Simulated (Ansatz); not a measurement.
in.yaml

```yaml
crystal:
  periodic: [false, false, false]
  atoms:
    - {symbol: N, position_ang: [0.000000, 0.000000, 0.000000]}
    - {symbol: O, position_ang: [0.000000, 0.000000, 1.974000]}
basis:
  gaussian: {orbitals: 6-31G}
total_charge: 1
magnetization: {spin_polarized: true, initial_magnetization: 0}
correlation: {method: ccsdtq, electrons: outside_noble_gas}
```

```sh
$ ansatz run in.yaml --threads 1 --pin off --events-out ev --progress --plain --max-ram 2393MiB
```

The program prints:

```
334 factors; integrals over basis functions are off by at most 3.0e-8 eV
mean field evaluation 1: about -3451.3121 eV, gradient 7.5e1 eV
mean field evaluation 2: about -3451.3206 eV, gradient 7.5e1 eV
mean field evaluation 4: about -3489.7425 eV, gradient 1.0e1 eV
mean field evaluation 8: about -3492.1625 eV, gradient 5.9e0 eV
mean field evaluation 16: about -3494.1232 eV, gradient 3.4e-3 eV
mean field evaluation 32: about -3499.6861 eV, gradient 3.3e-4 eV
mean field evaluation 64: about -3489.2683 eV, gradient 9.8e-2 eV
mean field evaluation 96: about -3498.4984 eV, gradient 1.4e0 eV
mean field evaluation 128: about -3500.0821 eV, gradient 3.1e-1 eV
mean field evaluation 160: about -3499.5274 eV, gradient 9.9e-2 eV
...
cycle  11  -3.17531405 eV  change    6.5e-7 eV  update   5.7e-7
cycle  12  -3.17531340 eV  change    6.4e-7 eV  update   5.4e-7
cycle  13  -3.17531297 eV  change    4.3e-7 eV  update   5.2e-7
cycle  14  -3.17531250 eV  change    4.7e-7 eV  update   5.1e-7
cycle  15  -3.17531154 eV  change    9.6e-7 eV  update   5.0e-7
cycle  16  -3.17530980 eV  change    1.7e-6 eV  update   5.1e-7
cycle  17  -3.17530767 eV  change    2.1e-6 eV  update   4.3e-7
cycle  18  -3.17530593 eV  change    1.7e-6 eV  update   3.4e-7
cycle  19  -3.17530465 eV  change    1.3e-6 eV  update   2.6e-7
cycle  20  -3.17530366 eV  change    9.9e-7 eV  update   1.7e-7
Total energy: -3506.39479321 eV, -128.8576319309 hartree
```

For the same geometry and basis full CI lies 79.7 meV lower. The determinant has ⟨S²⟩ = 2.67, so this isn't a pure spin state. By full CI's occupations no single determinant describes the state well.

Ran on 1 thread of Arm Neoverse V2, shared host: 99 s wall, 0.39 GiB peak host memory.
